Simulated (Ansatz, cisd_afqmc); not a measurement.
System: CH₃F₂, charge -1, singlet.
NHTBH set geometry:
```xyz
6

F      0.0032    -0.0195    -1.8236
C      0.0000     0.0000     0.0000
H      1.0696     0.0022     0.0018
H     -0.5367     0.9252    -0.0108
H     -0.5329    -0.9273     0.0090
F     -0.0032     0.0195     1.8236
```
Charge -1, spin multiplicity 1.

Total energies in aug-cc-pVDZ, 22 correlated electrons, 3 frozen orbitals. Open shells are spin-unrestricted; no spin-orbit coupling. Cores are frozen in correlated methods. No relativity. AFQMC/CISD: phaseless, guided by CISD from CCSD amplitudes; bars are statistical, one sigma. Outlying blocks are dropped, and bars are widened where a walk drifts. Over all cases where full CI ran beside it in this data, AFQMC minus full CI had a median of +0.1 mEh and passed +0.4 mEh in a tenth of the cases.

```
method         program         energy (Eh)  minus AFQMC/CISD (mEh)
----------  ----------  ------------------  ----------------------
HF              Ansatz          -238.47703             646.1 ± 0.4
MP2             Ansatz          -239.08615              37.0 ± 0.4
CCSD            Ansatz          -239.10154              21.6 ± 0.4
CCSD(T)         Ansatz          -239.12061               2.5 ± 0.4
AFQMC/CISD  cisd_afqmc  -239.1231 ± 0.0004                     0.0
```

Ansatz is a quantum-chemistry and plane-wave program.
